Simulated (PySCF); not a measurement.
**Telling isomers of C5H6O apart by NMR**

Method: GFN2-xTB geometry, spin–spin couplings from B3LYP/pcJ-1 (spin–dipole term left out of most H,H and C,H couplings), σ from GIAO-PBE0/pcSseg-1, in PySCF 2.14.0 with density-fitted response routines (averaged over atoms made equivalent by symmetry, fast rotation or ring inversion, isolated molecule, single conformer, non-relativistic).

Referencing at the same level of theory: 1H (σref 31.72) and 13C (σref 186.93) vs TMS. Multiplet labels drop J under 1 Hz and among equivalent protons, and merge close values. Unscaled 3J(H,H) run several per cent high. Where no couplings were computed, multiplicities follow the n + 1 count of equivalent neighbours, and m marks all less simple cases (inequivalent or close neighbours, rings, F or P nearby). Vicinal couplings that depend on rotamer populations or ring flexing (ring, CH–CH, X–H and H–F types) are those of the one conformer. Shifts are as computed. Against solution values, carbons near 30 ppm lie about +3 ppm off and those near 130 ppm about +5 ppm. Of 1211 compounds with measured shifts, 218 miss one by over three times the rms of a fit or turn the order of signals round; such compounds aren't used in these exercises. OH and NH positions are gas-phase values without hydrogen bonding to other molecules.

(1) Tabulate the signals of `C#C/C=C/CO`, `O=CC1=CCC1`, `O=C[C@H]1[C@H]2C[C@@H]12` and their relative energies.

(2) What is the quickest way to tell O=CC1=CCC1 from O=C[C@H]1[C@H]2C[C@@H]12?

(3) What is the quickest way to tell C#C/C=C/CO from O=CC1=CCC1?

(4) What is the quickest way to tell C#C/C=C/CO from O=C[C@H]1[C@H]2C[C@@H]12?

## Answers

(1) 
```json
{"SMILES": "C#C/C=C/CO", "carbon types": "1×C 3×CH 1×CH2", "δC": "155.8, 116.7, 88.7, 86.3, 70.0", "δH": "6.47 (m, 1H), 5.82 (m, 1H), 4.49 (d, 2H), 2.66 (d, 1H), 0.01 (br s, 1H)", "E rel. (kcal/mol)": "28.1"}
{"SMILES": "O=CC1=CCC1", "carbon types": "1×C 2×CH 2×CH2", "δC": "189.5, 160.3, 155.6, 29.9, 29.2", "δH": "9.91 (s, 1H), 7.02 (t, 1H), 2.76 (m, 2H), 2.60 (m, 2H)", "E rel. (kcal/mol)": "0.0"}
{"SMILES": "O=C[C@H]1[C@H]2C[C@@H]12", "carbon types": "4×CH 1×CH2", "δC": "204.5, 53.9, 27.5, 11.0", "δH": "9.79 (d, 1H), 2.51 (t, 2H), 2.35 (ddt, 1H), 1.90 (d, 1H), 1.61 (dq, 1H)", "E rel. (kcal/mol)": "17.8"}
```

Energies are electronic energies at PBE0/pcSseg-1 on these geometries, without zero-point or thermal terms, each for the one conformer computed, which needn't be the lowest.

(2) Count the carbon signals: 5 against 4. The first has an α carbon of a C=C–C=O unit (C) at 155.6 ppm, the second a three-membered-ring carbon (CH) at 53.9 ppm. Their most deshielded carbons lie at 189.5 and 204.5 ppm.

(3) Both give the same number of carbon signals, but DEPT or the intensities differ. The first has a terminal alkyne carbon (CH) at 88.7 ppm, the second an α carbon of a C=C–C=O unit (C) at 155.6 ppm. Their most deshielded carbons lie at 155.8 and 189.5 ppm. In the proton spectra the most deshielded non-exchanging signals are 6.47 (m, 1H) and 9.91 (s, 1H).

(4) Count the carbon signals: 5 against 4. The first has an alkene CH at 116.7 ppm, the second a three-membered-ring carbon (CH) at 11.0 ppm. Their most deshielded carbons lie at 155.8 and 204.5 ppm. In the proton spectra the most deshielded non-exchanging signals are 6.47 (m, 1H) and 9.79 (d, J = 7.7 Hz, 1H).
